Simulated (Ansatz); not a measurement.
A made-up structure of CH$_{4}$OS, closed shell:

O1  (-1.213, -0.422, -0.167)
C2  (-0.151, 0.472, -0.040)
S3  (1.490, -0.299, -0.019)
H4  (2.811, -0.357, 0.299)
H5  (-0.098, 1.189, -0.868)
H6  (-0.312, 1.023, 0.886)
H7  (1.323, -0.973, 1.131)
(Å)

It is relaxed with PBE-D4/def2-SVP and then PBE0-D4/def2-TZVP (Ansatz 0.2.0). Atoms count as bonded within 1.22 times the sum of their covalent radii (H–H: 0.88 Å). The end point is not checked to be a true minimum.

Task: Does its bonding change? (Judge from chemistry; the calculation decides.)

Result: The calculation gives: Yes. Formed: none; broken: C2–S3.

Where it ends: The first stage lowers the energy by 2.84 eV in 41 steps. It ends as a complex of CH₂O ([CH2][O]) + H₂S:
O1  (-1.201, 0.032, 0.762)
C2  (-0.610, 0.773, 0.031)
S3  (2.455, -0.474, -0.015)
H4  (2.177, -0.427, 1.297)
H5  (-0.552, 0.602, -1.062)
H6  (-0.095, 1.681, 0.400)
H7  (1.678, -1.554, -0.190)
(Å)

Labels in which every atom is bracketed show which atoms are joined, not bond orders.

For scale, one of the runs: PBE0-D4/def2-TZVP relaxation, 123 basis functions, launched by `ansatz run in.yaml --threads 2 --pin off --events-out ev --progress --plain --max-ram 4352MiB`. The run took about 52 s on 2 CPU threads of an Arm Neoverse V1 (shared host).
